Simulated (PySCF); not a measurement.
N2, optimised at B3LYP/6-31G*:

```xyz
2

N      0.0039    -0.4075     0.3733
N     -0.0039     0.4075    -0.3733
```

Method: PySCF energies (xtb for GFN2) plus ideal-gas RRHO corrections (1 bar). 6-31G* has spherical d functions here. All species are closed-shell singlets. B3LYP is the form with VWN-RPA correlation.

Question: List the harmonic frequencies (cm⁻¹, unscaled) at this level and at the other levels, each on its own geometry.

Answer: 
- B3LYP/6-31G*: 2458
- GFN2-xTB: 2438
- HF/6-31G*: 2762
- PBE/def2-SVP: 2394
- PBE0/def2-TZVP: 2484
